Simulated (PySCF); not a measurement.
Below is a simulated gas-phase C 1s photoelectron spectrum of 2,3-butadien-1-ol (`C=C=CCO`).

Every computed line was given a Gaussian of 0.6 eV full width at half maximum and an area set by the number of equivalent atoms; the highest printed point is 100. Method: PySCF 2.14.0, delta-SCF UKS SCAN, pcX-2 on the ionised atom, pcseg-1 elsewhere, spin-free X2C.

binding energy (eV), intensity and a bar:
```
    289.8          0 
    289.9          1 
    290.0          4 #
    290.1         10 ###
    290.2         22 #######
    290.3         40 ############
    290.4         64 ###################
    290.5         86 ##########################
    290.6        100 ##############################
    290.7         99 ##############################
    290.8         85 #########################
    290.9         62 ###################
    291.0         39 ############
    291.1         21 ######
    291.2         10 ###
    291.3          4 #
    291.4          1 
    291.5          1 
    291.6          1 
    291.7          2 
    291.8          4 #
    291.9          8 ##
    292.0         14 ####
    292.1         22 #######
    292.2         30 #########
    292.3         34 ##########
    292.4         33 ##########
    292.5         27 ########
    292.6         20 ######
    292.7         12 ####
    292.8          6 ##
    292.9          3 #
    293.0          1 
    293.1          0 
    293.2          0
```

Q: Count the maxima, the lines and the sites behind this envelope.

A: The curve has 2 maxima (at 290.6 and 292.3 eV). Under it lie 4 lines from 4 inequivalent carbon sites. At this width some lines have no maximum of their own.

Q: Decompose the envelope and assign each component. Numbering: `[CH2:1]=[C:2]=[CH:3][CH2:4][OH:5]`.

A: 
```tsv
position (eV)	relative area	line	atoms	environment
290.63	1	C 1s	C1	outer carbon of cumulated double bonds
290.64	1	C 1s	C2	central carbon of cumulated double bonds
290.66	1	C 1s	C3	outer carbon of cumulated double bonds
292.33	1	C 1s	C4	carbinol carbon (C–OH)
```

Q: What are the centre and the root-mean-square width of the whole band?

A: The area-weighted mean of the lines is 291.07 eV. Their own spread about it is 0.73 eV (rms) and each Gaussian has σ = 0.6/2.355 = 0.25 eV; the variances add, which gives 0.77 eV.

Lowest listed C 1s: C1, bonded to C (double bond) and 2 H. Highest, 1.70 eV above it: C4, bonded to O, C and 2 H. Summing the Pauling electronegativity differences to the bonded atoms, each weighted by its formal bond order, gives -0.70 for the lowest site and +0.19 for the highest; no listed site has a larger sum than the highest. The values 290.63, 290.64 and 290.66 eV lie too close for their order to be trusted.

The curve has no shake-up lines and no vibrational structure. Spin contamination (⟨S²⟩ against 0.75 for a pure doublet) is marked for C 1s of C2 (0.88), which makes this value less certain. Geometry: PBE0-D3(BJ)/def2-SVP, one conformer, isolated molecule.

Hardware: one thread, Arm Neoverse V1, shared host. Cost: 32 s wall.

Shape of the structure used: `[CH2:1]=[C:2]=[CH:3][CH2:4][OH:5]`: C2–C3–C4–O5 -123°, H–O5–C4–C3 58°.
